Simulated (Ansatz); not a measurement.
**CH4AlS radical: one species, many methods**

Aim: compute CH4AlS radical with functionals from several rungs and with coupled cluster, and see how far each lands from CCSD(T) at the basis-set limit for the atomisation energy.

Program: Ansatz 0.2.0, Gaussian basis. Level of theory: functionals in def2-TZVPP, the program's frozen cores in correlated methods. These are calculated values, not measurements.

The runs, in order: LDA (SPW92), PBE-D4, revPBE-D4, BLYP-D4, r2SCAN-D4, B97M-V, PBE0-D4, B3LYP-D4, r2SCANh-D4, r2SCAN0-D4, HSE06-D4, BHLYP-D4, CAM-B3LYP-D4, LC-ωPBE, ωB97X-V, ωB97M-V, B2PLYP, PBE-QIDH; CCSD(T)/def2-SVP; CCSD(T)/def2-TZVPP; MP2/def2-QZVPP; extrapolation to the limit; RPA on PBE.

**1. The relaxed structure**

An earlier PBE0-D4 in a triple-zeta def2 set relaxation fixed the geometry.

SMILES `[CH3][Al][SH]`, 7 atoms, charge 0, spin multiplicity 2.

Atoms are counted from 1 here; the program's logs count them from 0.

Bond lengths: C1–Al2 1.964 Å, C1–H4 1.091 Å, C1–H5 1.094 Å, C1–H6 1.095 Å, Al2–S3 2.206 Å, S3–H7 1.343 Å. Angles: Al2–C1–H4 112.9°, Al2–C1–H5 109.9°, Al2–C1–H6 109.2°, H4–C1–H5 108.8°, H4–C1–H6 108.1°, H5–C1–H6 107.8°, C1–Al2–S3 115.0°, Al2–S3–H7 94.7°.

Coordinates:

```xyz
7
CH4AlS
C    -1.0114    0.5830   -0.3688
Al    0.0140   -0.9104    0.3910
S     2.1992   -0.6123    0.4424
H    -2.0338    0.3065   -0.6315
H    -0.5080    0.9624   -1.2635
H    -1.0568    1.3979    0.3614
H     2.4580   -1.7951    1.0233
```

**2. LDA**

This LDA is Slater exchange with PW92 correlation.

File in.yaml:

```yaml
crystal:
  periodic: [false, false, false]
  atoms:
    - {symbol: C, position_ang: [-1.011375, 0.582978, -0.368812]}
    - {symbol: Al, position_ang: [0.013999, -0.910359, 0.390970]}
    - {symbol: S, position_ang: [2.199192, -0.612294, 0.442385]}
    - {symbol: H, position_ang: [-2.033798, 0.306519, -0.631505]}
    - {symbol: H, position_ang: [-0.507964, 0.962360, -1.263452]}
    - {symbol: H, position_ang: [-1.056813, 1.397869, 0.361417]}
    - {symbol: H, position_ang: [2.457959, -1.795073, 1.023296]}
basis:
  gaussian: {orbitals: def2-TZVPP}
magnetization: {spin_polarized: true, initial_magnetization: 1}
hamiltonian: {xc: lda}
output: {orbitals: {seedname: orbitals}}
```

Further steps of the session: PBE-D4 (GGA); revPBE-D4 (GGA); BLYP-D4 (GGA); r2SCAN-D4 (meta-GGA); B97M-V (meta-GGA); PBE0-D4 (hybrid); B3LYP-D4 (hybrid); r2SCANh-D4 (hybrid); r2SCAN0-D4 (hybrid); HSE06-D4 (hybrid); BHLYP-D4 (hybrid); CAM-B3LYP-D4 (range-separated); LC-ωPBE-D4 (range-separated); ωB97X-V (range-separated); ωB97M-V (range-separated); B2PLYP (double hybrid); PBE-QIDH (double hybrid); CCSD(T) in def2-SVP; CCSD(T) in def2-TZVPP; MP2 in def2-QZVPP; RPA on PBE orbitals.

Q: Predict the results of all the runs planned. Wanted: atomisation energy, CCSD(T)/CBS; farthest beyond LDA; mean size of error, GGA; mean size of error, meta-GGA; mean size of error, hybrid; mean size of error, range-separated; mean size of error, double hybrid; gap, smallest and largest; T1 diagnostic.

As calculated:

```
                               quantity                                                                                       value
        atomisation energy, CCSD(T)/CBS                                                                              531.0 kcal/mol
functionals within 2.7 kcal/mol (0.5 %)  PBE0-D4, B3LYP-D4, r2SCAN0-D4, HSE06-D4, CAM-B3LYP-D4, LC-ωPBE, ωB97X-V, ωB97M-V, PBE-QIDH
                    farthest beyond LDA                                                                   BHLYP-D4 (-11.6 kcal/mol)
                mean size of error, GGA                                                                                4.8 kcal/mol
           mean size of error, meta-GGA                                                                                6.5 kcal/mol
             mean size of error, hybrid                                                                                3.5 kcal/mol
    mean size of error, range-separated                                                                                1.4 kcal/mol
      mean size of error, double hybrid                                                                                4.3 kcal/mol
              gap, smallest and largest                                                         1.06 eV (B97M-V), 7.83 eV (LC-ωPBE)
                          T1 diagnostic                                                                                      0.0136
triples share of the correlation energy                                                                                       4.1 %
```

In words: The LDA atomisation energy is off by 68.2 kcal/mol (13 %): it overbinds. PBE-D4 is off by +7.5 kcal/mol. Double hybrids carry the basis error of their MP2 part in triple zeta, and no dispersion term here, so their miss is partly the set-up's. Taken by rung, range-separated functionals do best (1.4 kcal/mol on average) and meta-GGA ones worst beyond LDA (6.5 kcal/mol). The reference freezes the cores and leaves out relativity and excitations past (T), so misses under about 2.7 kcal/mol can't be ranked. Hartree-Fock recovers 75 % of the binding; the rest is correlation. CCSD(T) in def2-SVP is off by -31.9 kcal/mol, more than most functionals: a good method in a small basis is no reference. The gap grows from 1.1 to 7.8 eV across the functionals, mostly with the share of exact exchange.
